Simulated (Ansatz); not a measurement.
Job for Ansatz (a first-principles code): U-CCSD(T)/aug-cc-pVTZ on NH2 (SMILES [NH2]), 2S+1 = 2, atoms moved off the minimum.

Ansatz 0.2 input:
```yaml
crystal:
  periodic: [false, false, false]
  atoms:
    - {symbol: N, position_ang: [-0.04398549, 0.09223798, 0.02109003]}
    - {symbol: H, position_ang: [-0.75392786, -0.45778696, -0.07611196]}
    - {symbol: H, position_ang: [0.82767571, -0.48461221, -0.09074892]}
basis:
  gaussian:
    orbitals: aug-cc-pVTZ
magnetization: {spin_polarized: true, initial_magnetization: 1}
correlation: {method: ccsd_t, electrons: outside_noble_gas}
scf: {omitted_lower_state_checks: [cluster_reference]}
output: {forces: true}
```

The log:

```
WARN ansatz: RAYON_NUM_THREADS=1 ignored (pool sized by the plan → 1); use --threads N
Functional definition: HF
these checks for a lower state are left out or cut short: cluster_reference
integrals: 0.14 GiB planned
520 factors; integrals over basis functions are off by at most 8.6e-4 eV
mean field: 0.15 GiB planned
mean field evaluation 1: about -1511.4008 eV, gradient 1.5e1 eV
mean field evaluation 2: about -1511.4011 eV, gradient 1.5e1 eV
mean field evaluation 4: about -1512.2591 eV, gradient 1.3e0 eV
mean field evaluation 8: about -1512.2715 eV, gradient 9.2e-4 eV
mean field -1512.27145737 eV, -55.5749510038 hartree, gradient 2.4e-6 eV, S^2 0.759079; 0 other end points of the search recorded, 0 dependent functions left out
1 core orbitals not correlated
reference -1512.27145737 eV, -55.5749510038 hartree; 4, 3 occupied and 87, 88 virtual orbitals, 520 factors
densities: 0.73 GiB planned
second order -5.07765228 eV of doubles, -0.00000000 eV of singles
coupled cluster: 0.49 GiB planned
cycle   1  -5.39092239 eV  change   -3.1e-1 eV  update   3.8e-2
cycle   2  -5.51665512 eV  change   -1.3e-1 eV  update   1.3e-2
cycle   3  -5.53441796 eV  change   -1.8e-2 eV  update   5.3e-3
cycle   4  -5.53334022 eV  change    1.1e-3 eV  update   2.0e-3
cycle   5  -5.53356523 eV  change   -2.3e-4 eV  update   7.9e-4
cycle   6  -5.53381119 eV  change   -2.5e-4 eV  update   3.1e-4
cycle   7  -5.53385064 eV  change   -3.9e-5 eV  update   1.0e-4
cycle   8  -5.53387216 eV  change   -2.2e-5 eV  update   3.6e-5
cycle   9  -5.53386882 eV  change    3.3e-6 eV  update   1.3e-5
cycle  10  -5.53386749 eV  change    1.3e-6 eV  update   5.0e-6
cycle  11  -5.53386905 eV  change   -1.6e-6 eV  update   2.3e-6
cycle  12  -5.53386850 eV  change    5.5e-7 eV  update   1.1e-6
cycle  13  -5.53386858 eV  change   -8.7e-8 eV  update   3.5e-7
perturbative correction -0.16016949 eV, -0.0058861202 hartree
the calculation of the forces begins
Total energy: -1517.96549544 eV, -55.7842030434 hartree
Atom 0 at    -0.043985     0.092238     0.021090 Å, force     6.738243     4.313284     0.755087 eV/Å
Atom 1 at    -0.753928    -0.457787    -0.076112 Å, force    -5.710764    -4.737904    -0.839774 eV/Å
Atom 2 at     0.827676    -0.484612    -0.090749 Å, force    -1.027479     0.424620     0.084687 eV/Å
Dipole moment:     0.015042    -0.357658    -0.066125 e Å
Checks for a lower state left out: cluster_reference
```

The calculation finished and met its thresholds.

Cost: roughly 26 core-seconds.
